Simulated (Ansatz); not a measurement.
Ideal-gas functions of C3H4ClN (`N=C1CC1Cl`) at 400 K and 1 bar, from an Ansatz frequency run at PBE0-D4/def2-TZVP.

Molar mass 89.52 g/mol, point group C1 (symmetry number 1), electronic degeneracy 1, moments of inertia 57.794, 187.611, 225.614 u Å². Harmonic wavenumbers (cm⁻¹, unscaled): 153, 293, 379, 504, 661, 726, 810, 973, 990, 1035, 1060, 1096, 1118, 1262, 1270, 1419, 1897, 3131, 3182, 3219, 3452.

Use S(trans) = R[1.5 ln M + 2.5 ln T − 1.1517]; rotational temperatures θ = 24.2544 K / I; S(rot) = R[ln(√π/σ · √(T³/θAθBθC)) + 1.5]; for each mode x = 1.438777 ν̃/T, S = R[x/(eˣ − 1) − ln(1 − e⁻ˣ)] and H = RT x/(eˣ − 1); 1 cm⁻¹ = 0.0119627 kJ/mol; R = 8.31446 J/(mol·K).

Question: By hand: the entropy, in J/(mol·K).

Answer: Translation 171.0. Rotation: θ = 0.4197, 0.1293, 0.1075 K, giving 113.3. Vibration, mode by mode: 13.38, 8.25, 6.35, 4.42, 2.83, 2.35, 1.85, 1.16, 1.11, 0.97, 0.90, 0.81, 0.76, 0.50, 0.49, 0.31, 0.07, 0.00, 0.00, 0.00, 0.00, in all 46.5. Electronic 0.0. Sum 330.8 J/(mol·K).

Question: By hand: H − E and G − E in kJ/mol, counted from the electronic energy.

Answer: Zero-point energy ½ × 28630 × 0.0119627 = 171.2; thermal vibration 11.4; translation, rotation and pV give 4 RT = 13.3. H − E = 195.9 kJ/mol, and G − E = 195.9 − 400 × 330.8/1000 = 63.6 kJ/mol.

Vibration gives 14 % of the entropy. The sum counts one conformer and one mirror image; others add a mixing term.
